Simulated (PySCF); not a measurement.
Species: C₆H₉ (charge +1).
Structure used (PBE0-D3(BJ)/def2-SVP), in Å, numbered top down from 1:
```
atom  x, y, z in Å
C1     2.9666   -1.2299   -1.0150
C2     1.8781   -0.7723   -0.7039
C3     0.6503   -0.2304   -0.3427
C4     0.6124    1.0796    0.3058
C5    -0.5772   -0.9934   -0.6196
C6    -1.9058   -0.3941   -0.2148
H7     3.9292   -1.6388   -1.2919
H8     0.1096    0.9596    1.2865
H9     1.5927    1.5508    0.4286
H10   -0.0804    1.7346   -0.2569
H11   -0.4124   -1.9990   -0.1747
H12   -0.5366   -1.2387   -1.7036
H13   -1.9691   -0.2240    0.8701
H14   -2.7152   -1.0848   -0.4854
H15   -2.1031    0.5584   -0.7286
```

All values: CAM-B3LYP/def2-SVPD (PySCF, non-relativistic), on one gas-phase PBE0-D3(BJ)/def2-SVP geometry that isn't relaxed in the solvent. The solvent is an IEF-PCM continuum (cavity from Bondi-type radii × 1.2). The model holds no explicit solvent molecules, cavitation or dispersion.

Gas phase at CAM-B3LYP/def2-SVPD: HOMO -15.22 eV, LUMO -7.86 eV.

**Question.** What does the continuum do to the energy and the frontier levels at CAM-B3LYP/def2-SVPD in chloroform?

**Answer.** 
```
   solvent      ε  E(solvent) − E(gas) (kJ/mol)  polarisation term (kJ/mol)  distortion of the solute (kJ/mol)  HOMO (eV)  LUMO (eV)
chloroform  4.711                       -181.33                     -182.72                               1.39     -11.72      -4.29
```

Polarisation term: ½ Σ q·V over the induced surface charges. Distortion: the rise of the solute's own energy as its density leaves the gas-phase optimum.

**Question.** Which radius a makes Born's formula ΔE = −(q²/2a)(1 − 1/ε) give the value in chloroform?

**Answer.** a = q²(1 − 1/ε)/(2|ΔE|) = 3.02 Å, with q = +1 e and |ΔE| = 0.0691 Eh; the farthest nucleus lies 4.19 Å from the centroid of the nuclei. The formula assumes a point charge at the centre of a sphere.

**Question.** How does the static polarisability (CAM-B3LYP/def2-SVPD, frozen core, with the continuum's full static response) change?

**Answer.** 
```csv
medium,isotropic (au),principal values (au),⟨r²⟩ of the electrons (bohr²)
gas,70.3,"46.7, 62.5, 101.6",696.0
chloroform,87.5,"57.7, 77.6, 127.3",697.4
```

The isotropic value in chloroform is 1.25 times the gas-phase one; no cavity-field correction is applied. ⟨r²⟩ is taken about the centre of nuclear charge.
